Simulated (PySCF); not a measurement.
Molfile (atoms numbered from 1):
```
H5N2
     RDKit          3D

  7  6  0  0  0  0  0  0  0  0999 V2000
    0.0754    0.3951   -0.7917 N   0  0  0  0  0  0  0  0  0  0  0  0
   -0.2258   -0.2183    0.4460 N   0  0  0  0  0  0  0  0  0  0  0  0
    0.6792    1.2019   -0.6311 H   0  0  0  0  0  0  0  0  0  0  0  0
    0.5548   -0.2747   -1.3944 H   0  0  0  0  0  0  0  0  0  0  0  0
   -0.7264    0.4552    1.0459 H   0  0  0  0  0  0  0  0  0  0  0  0
    0.5676   -0.5970    0.9962 H   0  0  0  0  0  0  0  0  0  0  0  0
   -0.8921   -0.9901    0.2885 H   0  0  0  0  0  0  0  0  0  0  0  0
  1  2  1  0
  1  3  1  0
  1  4  1  0
  2  5  1  0
  2  6  1  0
  2  7  1  0
M  CHG  1   2   1
M  END
```

Geometry: PBE0-D3(BJ)/def2-SVP; GIAO absolute shieldings from PySCF 2.14.0 with density-fitted response routines, gas phase, non-relativistic, averaged over equivalent atoms.

At PBE0/pcSseg-1 (59 basis functions, 1.6 s wall time on 1 thread of an Arm Neoverse V2, shared host):
| atoms | σ (ppm) |
| --- | --- |
| N1 | 190.1 |
| N2 | 192.8 |
| H5/H6/H7 | 25.28 |
| H3/H4 | 27.20 |

Q: Predict the values at HF/pcSseg-2 on the same geometry.

A: 
```
   atoms  σ at HF/pcSseg-2  change
      N1             198.6    +8.5
      N2             208.5   +15.7
H5/H6/H7             25.44   +0.16
   H3/H4             27.24   +0.04
```

The largest change is at N2 (ammonium nitrogen). Cost: 142 basis functions, 1.5 s wall time on 1 thread of an Arm Neoverse V2, shared host.
